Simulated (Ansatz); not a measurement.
C₃H₄F₂O, SMILES `FC[C@@H]1O[C@H]1F`. Total charge 0; spin multiplicity 1. Geometry: relaxed with PBE0-D4/def2-TZVP. It is one conformer, not always the lowest.

```xyz
10

F    -1.998   -0.584    0.698
C    -0.761   -0.067    1.017
C     0.227   -0.464   -0.036
O     1.480    0.240    0.014
C     0.661    0.449   -1.077
F     1.116   -0.051   -2.242
H    -0.838    1.022    1.085
H    -0.463   -0.465    1.992
H     0.318   -1.529   -0.238
H     0.257    1.449   -1.213
```

**Question.** What is the dipole moment at ωB97M-V/def2-TZVPP? (An estimate is asked.)

**Answer.** Ansatz gave: 1.34 D, with components (-0.56, 0.72, 0.98) D in this frame, pointing from negative to positive charge.

**Question.** And with PBE, r2SCAN, B3LYP? (Best estimate.)

**Answer.** The calculation gave: PBE 1.23 D, r2SCAN 1.29 D, B3LYP 1.35 D.

**Question.** Give the Mulliken charges with ωB97M-V, PBE, B3LYP in def2-TZVPP. (Estimate.)

**Answer.** The calculation gave: 
```
atom  ωB97M-V    PBE  B3LYP
  F1    -0.22  -0.20  -0.24
  C2     0.06   0.07   0.10
  C3     0.04   0.04   0.05
  O4    -0.30  -0.25  -0.32
  C5     0.23   0.19   0.25
  F6    -0.19  -0.16  -0.20
  H7     0.08   0.07   0.07
  H8     0.10   0.07   0.08
  H9     0.12   0.10   0.12
 H10     0.09   0.07   0.09
```

B3LYP here is the variant with VWN-RPA as its local correlation; programs differ in this.
